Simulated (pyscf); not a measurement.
# 1,1-elimination: H₃C–Ga(CH₃)–Cl → ethane (H₃C–CH₃) + Cl–Ga [singlet]

Gas phase, singlet surface, charge 0. Bonds broken: C1–Ga2, Ga2–C3. Bonds formed: C1–C3. Optimised with ωB97X-D3(BJ)/def2-SVP in PySCF.

Transition state (Å):

```xyz
10

C     -1.1337    -0.9516     0.2417
Ga     0.2502     0.9217    -0.7205
C      0.2972     0.5625     1.4180
Cl    -0.6883     0.1589    -2.5460
H     -0.6631    -1.6906    -0.4220
H     -2.0619    -0.5451    -0.1839
H     -1.2470    -1.3045     1.2719
H     -0.6472     0.7480     1.9393
H      0.9964     1.3851     1.6044
H      0.7516    -0.3891     1.7117
```

One imaginary mode, 558i cm⁻¹; descent along it reached the two sides named.

```json
[
 {"bond": "C1–Ga2", "change": "breaks", "reactant side (Å)": "1.954", "saddle": "2.520", "product side": "4.1"},
 {"bond": "Ga2–C3", "change": "breaks", "reactant side (Å)": "1.954", "saddle": "2.169", "product side": "3.8"},
 {"bond": "C1–C3", "change": "forms", "reactant side (Å)": "3.6", "saddle": "2.392", "product side": "1.526"}
]
```

Electronic energies relative to the reactant's lowest minimum found (eV):

```csv
level,barrier,reaction energy,reverse barrier
ωB97X-D3(BJ)/def2-TZVP,4.67,+0.40,4.27
PBE/def2-TZVP,3.78,+0.12,3.66
r²SCAN/def2-TZVP,4.10,+0.38,3.72
B3LYP-D3(BJ)/def2-TZVP,4.00,+0.03,3.97
PBE0-D3(BJ)/def2-TZVP,4.25,+0.29,3.96
M06-2X/def2-TZVP,4.44,+0.33,4.11
ωB97M-D3(BJ)/def2-TZVP,4.44,+0.14,4.30
HF/def2-TZVP,5.33,-0.03,5.36
```

With ωB97M-D3(BJ)/def2-TZVP energies and thermal terms (ideal gas, 1 atm, RRHO with modes under 100 cm⁻¹ raised to 100, one conformer, R ln 2 for chiral ones without a mode under 150 cm⁻¹), in eV:

| T (K) | ΔH‡ | ΔG‡ | ΔH | ΔG |
|---|---|---|---|---|
| 298 | 4.40 | 4.44 | +0.20 | -0.13 |
| 600 | 4.39 | 4.48 | +0.14 | -0.45 |
| 900 | 4.37 | 4.53 | +0.08 | -0.73 |
| 1200 | 4.34 | 4.58 | +0.03 | -0.99 |

The same reactants have a lower exit, to CH₃• + [H₃C–Ga–Cl]• (no saddle counted: cutting one bond costs +3.38 eV at ωB97M-D3(BJ)/def2-TZVP, against +4.44 eV here). One saddle was located; it need not be the lowest between these sides. A restricted solution here is unstable towards spin polarisation, so biradical character is likely and single-reference numbers are less safe. Elements up to Kr have no core potential and no relativistic terms here.
